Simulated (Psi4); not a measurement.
# wB97X-V/def2-SVPD run of C3HN (SMILES C#CC#N), part 2 of 2

Psi4 1.11. The steps go on from the part before.

## (3) The doublet anion at the same level

job.py

```python
import psi4

psi4.set_memory(1600000000)
psi4.set_num_threads(1)
psi4.core.set_output_file('c3hn.out', False)

geom = psi4.geometry("""
-1 2
C     -0.137800     1.253000     0.148800
C     -0.000300     0.068900     0.002100
C      0.157500    -1.280600    -0.165000
N      0.291100    -2.418400    -0.305600
H     -0.260600     2.303500     0.278300
symmetry c1
no_reorient
no_com
""")

psi4.set_options({
    'basis': 'def2-SVPD',
    'reference': 'uks',
    'puream': True,
    'e_convergence': 1e-09,
    'd_convergence': 1e-08,
    'scf_type': 'pk',
    'dft_radial_points': 99,
    'dft_spherical_points': 590,
    'maxiter': 100,
})

energy_value, wavefunction = psi4.energy("WB97X-V", return_wfn=True)
print('E =', round(energy_value, 9))
```

Command:

```bash
$ python job.py
```

c3hn.out:

```text
=> Loading Basis Set <=

    Name: DEF2-SVPD
    Role: ORBITAL
    Keyword: BASIS

         ---------------------------------------------------------
                                   SCF
                              UKS Reference
                        1 Threads,   1525 MiB Core
         ---------------------------------------------------------

  ==> Geometry <==

    Molecular point group: c1
    Full point group: C1

    Geometry (in Angstrom), charge = -1, multiplicity = 2:

       Center              X                  Y                   Z               Mass
    ------------   -----------------  -----------------  -----------------  -----------------
         C           -0.137800000000     1.253000000000     0.148800000000    12.000000000000
         C           -0.000300000000     0.068900000000     0.002100000000    12.000000000000
         C            0.157500000000    -1.280600000000    -0.165000000000    12.000000000000
         N            0.291100000000    -2.418400000000    -0.305600000000    14.003074004430
         H           -0.260600000000     2.303500000000     0.278300000000     1.007825032230

  Running in c1 symmetry.

  Rotational constants: A =   3692.57161  B =      0.13010  C =      0.13009 [cm^-1]
  Rotational constants: A = 110700511.91918  B =   3900.20801  C =   3900.07088 [MHz]
  Nuclear repulsion =   77.250015080974151

  Charge       = -1
  Multiplicity = 2
  Electrons    = 27
  Nalpha       = 14
  Nbeta        = 13

  ==> Algorithm <==

  SCF Algorithm Type is PK.
  DIIS enabled.
  MOM disabled.
  Fractional occupation disabled.
  Guess Type is SAD.
  Energy threshold   = 1.00e-09
  Density threshold  = 1.00e-08
  Integral threshold = 1.00e-12

  ==> Primary Basis <==

  Basis Set: DEF2-SVPD
    Blend: DEF2-SVPD
    Number of shells: 36
    Number of basis functions: 88
    Number of Cartesian functions: 96
    Spherical Harmonics?: true
    Max angular momentum: 2

  ==> DFT Potential <==

   => LibXC <=

    Version 7.1.2

   => Composite Functional: WB97X-V <=

    wB97X-V Hyb-GGA Exchange-Correlation Functional

    Deriv               =              1
    GGA                 =           TRUE
    Meta                =          FALSE

    Exchange Hybrid     =           TRUE
    MP2 Hybrid          =          FALSE

   => Exchange-Correlation Functionals <=

    1.0000   wB97X-V range-separated functional

   => Exact (HF) Exchange <=

    0.8330            HF,LR [omega = 0.3000]
    0.1670               HF

   => LibXC Density Thresholds  <==

    XC_HYB_GGA_XC_WB97X_V:  1.00E-14

   => VV10 Non-Local Parameters <=

    VV10 B              =     6.0000E+00
    VV10 C              =     1.0000E-02

   => Molecular Quadrature <=

    Radial Scheme          =       TREUTLER
    Pruning Scheme         =           NONE
    Nuclear Scheme         =       TREUTLER

    Blocking Scheme        =         OCTREE
    BS radius alpha        =              1
    Pruning alpha          =              1
    Radial Points          =             99
    Spherical Points       =            590
    Total Points           =         281040
    Total Blocks           =           2051
    Max Points             =            256
    Max Functions          =             87
    Weights Tolerance      =       1.00E-15

  ==> Integral Setup <==

  Using in-core PK algorithm.
   Calculation information:
      Number of atoms:                   5
      Number of AO shells:              36
      Number of primitives:             62
      Number of atomic orbitals:        96
      Number of basis functions:        88

      Integral cutoff                 1.00e-12
      Number of threads:                 1

  Performing in-core PK
  Using 23008458 doubles for integral storage.
  We computed 212976 shell quartets total.
  Whereas there are 222111 unique shell quartets.

  Computing range-separated integrals for PK
  We computed 212976 wK shell quartets total.
  Whereas there are 222111 wK unique shell quartets.

  ==> DiskJK: Disk-Based J/K Matrices <==

    J tasked:                  Yes
    K tasked:                  Yes
    wK tasked:                 Yes
    Omega:               3.000E-01
    Memory [MiB]:              503
    Schwarz Cutoff:          1E-12

  Cached 100.0% of DFT collocation blocks in 0.626 [GiB].

  Minimum eigenvalue in the overlap matrix is 2.5289247072E-05.
  Reciprocal condition number of the overlap matrix is 3.6072437948E-06.
    Using symmetric orthogonalization.

  ==> Pre-Iterations <==

  SCF Guess: Superposition of Atomic Densities via on-the-fly atomic UHF (no occupation information).

   -------------------------
    Irrep   Nso     Nmo
   -------------------------
     A         88      88
   -------------------------
    Total      88      88
   -------------------------

  ==> Iterations <==

                        Total Energy        Delta E     RMS |[F,P]|

   @UKS iter SAD:  -168.35637636418721   -1.68356e+02   0.00000e+00
   @UKS iter   1:  -169.17338383630042   -8.17007e-01   6.57295e-03 DIIS/ADIIS
   @UKS iter   2:  -169.26100071367640   -8.76169e-02   5.41494e-03 DIIS/ADIIS
   @UKS iter   3:  -169.35773462052995   -9.67339e-02   1.43562e-03 DIIS/ADIIS
   @UKS iter   4:  -169.36505814770356   -7.32353e-03   2.26303e-04 DIIS/ADIIS
   @UKS iter   5:  -169.36536824764966   -3.10100e-04   9.17440e-05 DIIS
   @UKS iter   6:  -169.36542867149831   -6.04238e-05   3.73827e-05 DIIS
   @UKS iter   7:  -169.36544417194642   -1.55004e-05   1.87320e-05 DIIS
   @UKS iter   8:  -169.36544835309383   -4.18115e-06   9.10124e-06 DIIS
   @UKS iter   9:  -169.36544970933761   -1.35624e-06   2.69828e-06 DIIS
   @UKS iter  10:  -169.36544990834639   -1.99009e-07   9.70114e-07 DIIS
   @UKS iter  11:  -169.36544993628024   -2.79339e-08   3.89572e-07 DIIS
   @UKS iter  12:  -169.36544994120263   -4.92238e-09   1.61198e-07 DIIS
   @UKS iter  13:  -169.36544994210712   -9.04492e-10   8.84258e-08 DIIS
   @UKS iter  14:  -169.36544994245071   -3.43590e-10   4.30634e-08 DIIS
   @UKS iter  15:  -169.36544994253197   -8.12577e-11   1.45482e-08 DIIS
   @UKS iter  16:  -169.36544994253890   -6.93490e-12   5.16465e-09 DIIS
  Energy and wave function converged.

  ==> Post-Iterations <==

   Electrons on quadrature grid:
      Nalpha   =   14.0000000073 ; deviation = 7.332e-09
      Nbeta    =   13.0000000083 ; deviation = 8.260e-09
      Ntotal   =   27.0000000156 ; deviation = 1.559e-08

   @Spin Contamination Metric:   1.232602911E-02
   @S^2 Expected:                7.500000000E-01
   @S^2 Observed:                7.623260291E-01
   @S   Expected:                5.000000000E-01
   @S   Observed:                5.000000000E-01

    Orbital Energies [Eh]
    ---------------------

    Alpha Occupied:

       1A    -14.180546     2A    -10.097531     3A    -10.083894
       4A    -10.069412     5A     -0.807735     6A     -0.684869
       7A     -0.547591     8A     -0.425410     9A     -0.290298
      10A     -0.276551    11A     -0.266041    12A     -0.194158
      13A     -0.170648    14A      0.029704

    Alpha Virtual:

      15A      0.233853    16A      0.259312    17A      0.269885
      18A      0.326698    19A      0.389313    20A      0.403951
      21A      0.418048    22A      0.470735    23A      0.470999
      24A      0.479169    25A      0.481770    26A      0.484830
      27A      0.509589    28A      0.526561    29A      0.540681
      30A      0.553341    31A      0.562204    32A      0.562260
      33A      0.578495    34A      0.590706    35A      0.591241
      36A      0.621208    37A      0.705419    38A      0.705543
      39A      0.713800    40A      0.713950    41A      0.743898
      42A      0.843262    43A      0.898878    44A      0.898969
      45A      0.906170    46A      0.906289    47A      0.913357
      48A      0.992161    49A      0.993390    50A      1.093663
      51A      1.252251    52A      1.252862    53A      1.256814
      54A      1.342427    55A      1.352633    56A      1.354944
      57A      1.390185    58A      1.454872    59A      1.470536
      60A      1.544070    61A      1.575910    62A      1.579218
      63A      1.758592    64A      1.797724    65A      1.798342
      66A      1.896286    67A      1.959408    68A      1.959702
      69A      1.988014    70A      1.994125    71A      1.994685
      72A      2.106422    73A      2.106760    74A      2.357226
      75A      2.357639    76A      2.367574    77A      2.368667
      78A      2.575102    79A      2.784162    80A      2.784530
      81A      3.004920    82A      3.005723    83A      3.057778
      84A      3.557880    85A      3.584827    86A      3.586739
      87A      3.979895    88A      4.483367

    Beta Occupied:

       1A    -14.174917     2A    -10.096924     3A    -10.082789
       4A    -10.064782     5A     -0.797949     6A     -0.675166
       7A     -0.529509     8A     -0.418002     9A     -0.272988
      10A     -0.259304    11A     -0.253536    12A     -0.165214
      13A     -0.150028

    Beta Virtual:

      14A      0.235791    15A      0.265403    16A      0.270937
      17A      0.278805    18A      0.327469    19A      0.404370
      20A      0.409333    21A      0.421663    22A      0.471256
      23A      0.471414    24A      0.481825    25A      0.486682
      26A      0.486818    27A      0.530946    28A      0.543205
      29A      0.544480    30A      0.554637    31A      0.563702
      32A      0.563868    33A      0.581597    34A      0.591523
      35A      0.597862    36A      0.626269    37A      0.707128
      38A      0.707284    39A      0.714861    40A      0.721376
      41A      0.745883    42A      0.847124    43A      0.899354
      44A      0.905957    45A      0.908164    46A      0.908441
      47A      0.915376    48A      0.995863    49A      1.004529
      50A      1.096135    51A      1.254640    52A      1.261411
      53A      1.264476    54A      1.348143    55A      1.353731
      56A      1.362649    57A      1.395229    58A      1.457584
      59A      1.476513    60A      1.549804    61A      1.584476
      62A      1.596719    63A      1.762211    64A      1.800393
      65A      1.810908    66A      1.902186    67A      1.970114
      68A      1.970189    69A      1.990392    70A      1.995587
      71A      2.005920    72A      2.117077    73A      2.117166
      74A      2.370406    75A      2.372632    76A      2.372705
      77A      2.382338    78A      2.580403    79A      2.804928
      80A      2.804962    81A      3.009810    82A      3.024464
      83A      3.064189    84A      3.564977    85A      3.588735
      86A      3.602802    87A      3.986465    88A      4.488294

    Final Occupation by Irrep:
              A
    DOCC [    13 ]
    SOCC [     1 ]
    NA   [    14 ]
    NB   [    13 ]

  @UKS Final Energy:  -169.36544994253890

   => Energetics <=

    Nuclear Repulsion Energy =             77.2500150809741513
    One-Electron Energy =                -386.2613166991962999
    Two-Electron Energy =                 155.9722498155102528
    DFT Exchange-Correlation Energy =     -16.4347720148371010
    Empirical Dispersion Energy =           0.0000000000000000
    VV10 Nonlocal Energy =                  0.1083738750100985
    Total Energy =                       -169.3654499425389020

  UHF NO Occupations:
  HONO-2 :   12  A 1.9997008
  HONO-1 :   13  A 1.9946409
  HONO-0 :   14  A 1.0000000
  LUNO+0 :   15  A 0.0053591
  LUNO+1 :   16  A 0.0002992
  LUNO+2 :   17  A 0.0002107
  LUNO+3 :   18  A 0.0001141

Computation Completed

Properties will be evaluated at   0.000000,   0.000000,   0.000000 [a0]

Properties computed using the SCF density matrix

 Multipole Moments:

 ------------------------------------------------------------------------------------
     Multipole            Electronic (a.u.)      Nuclear  (a.u.)        Total (a.u.)
 ------------------------------------------------------------------------------------

 L = 1.  Multiply by 2.5417464519 to convert [e a0] to [Debye]
 Dipole X            :         -3.8232421            3.5781964           -0.2450457
 Dipole Y            :         29.1288020          -27.1695374            1.9592646
 Dipole Z            :          3.9305668           -3.6764622            0.2541046
 Magnitude           :                                                    1.9908125

 ------------------------------------------------------------------------------------

	total time  =         99 seconds =       1.65 minutes
```

The script printed:

```text
E = -169.365449943
```

Wall time 1.7 min (1 thread of AMD EPYC 7R43 (Zen 3), shared host); peak memory 1 GiB.

## (4) What came out

What follows sums up all 2 parts.

Level: wB97X-V/def2-SVPD.

```
                                         quantity          value
                       singlet C3HN: total energy  -169.39231 Eh
                      singlet C3HN: dipole moment         3.91 D
                        singlet C3HN: HOMO energy      -11.36 eV
                        singlet C3HN: LUMO energy        0.63 eV
                      singlet C3HN: HOMO–LUMO gap       11.99 eV
                      doublet anion: total energy  -169.36545 Eh
doublet anion: HOMO energy (highest over α and β)        0.81 eV
 doublet anion: LUMO energy (lowest over α and β)        6.36 eV
                              doublet anion: ⟨S²⟩          0.762
vertical electron affinity (to the doublet anion)      -0.731 eV
```

What this shows: The anion lies 0.73 eV (16.9 kcal/mol) above the neutral: the electron isn't bound at this level, and such a value depends on the basis. At wB97X-V/def2-SVPD: The measured dipole moment is 3.72 D (NIST CCCBDB); the computed value is 0.19 D (5 %) too high. The HOMO (doublet anion) lies at positive energy, 0.81 eV; only total energies tell whether the electron is bound.
